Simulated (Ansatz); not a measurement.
# Relaxing Li2PW2

Theory: Ansatz 0.2.0, DFT PBE, scalar-relativistic, plane waves, PAW. Cutoff 420 eV, Γ-centred k mesh, Gaussian smearing, no spin polarisation in the final step.

The start puts Li2PW2 on the sites of a reported Sc2BC2 cell (I4/mmm, No. 139), with P in place of B, Li in place of Sc, W in place of C, at a guessed volume.

```
Li P W
1.0
    -1.78292    1.78292    5.72208
     1.78292   -1.78292    5.72208
     1.78292    1.78292   -5.72208
Li P W
2 1 2
Direct
  0.34759 0.34759 0.00000
  0.65241 0.65241 0.00000
  0.00000 0.00000 0.00000
  0.13816 0.13816 0.00000
  0.86184 0.86184 0.00000
```

Cell and atoms relax at zero pressure; the relaxation can't lower the symmetry of the start. After a coarse first stage the cell is made exact in the group found at 0.06 Å.

The zero of energy is the elements' standard structures at the same level; no fitted shifts are applied.

(1) Which crystal results?

(2) What are its volume, energy, density and gap?

## Answers

(1) It keeps I4/mmm (No. 139), but not the shape of the type it started on. Conventional cell: a = 3.314 Å, c = 12.707 Å. Li is coordinated by 1 Li at 2.20 Å, 4 P at 2.59 Å and 5 W at 2.72–2.75 Å; P is coordinated by 2 W at 2.54 Å and 8 Li at 2.59 Å; W has 1 P at 2.54 Å, 4 W at 2.67 Å, 5 Li at 2.72–2.75 Å and 4 W at 3.31 Å.

```xyz
5
Lattice="-1.6572 1.6572 6.3533 1.6572 -1.6572 6.3533 1.6572 1.6572 -6.3533" Properties=species:S:1:pos:R:3 pbc="T T T"
Li    0.0000    0.0000    5.2555
Li    0.0000    0.0000    7.4511
P     0.0000    0.0000    0.0000
W     0.0000    0.0000    2.5357
W     0.0000    0.0000   10.1708
```

(2) The volume per atom is 13.96 Å³, the density is 9.81 g/cm³ and the energy over the elements is 0.00 eV/atom. The gap on the 16×16×16 mesh is 0 eV (a metal).

The final run used a 16×16×16 mesh on its 5-atom cell and 0.10 eV smearing. The k mesh leaves about 4 meV/atom of noise in metals. Spin–orbit coupling is left out. A structure relaxed within its symmetry needn't be a true minimum.

Cost: 3 runs of about 3.5 core-minutes in all, on Arm Neoverse V1 (shared hosts).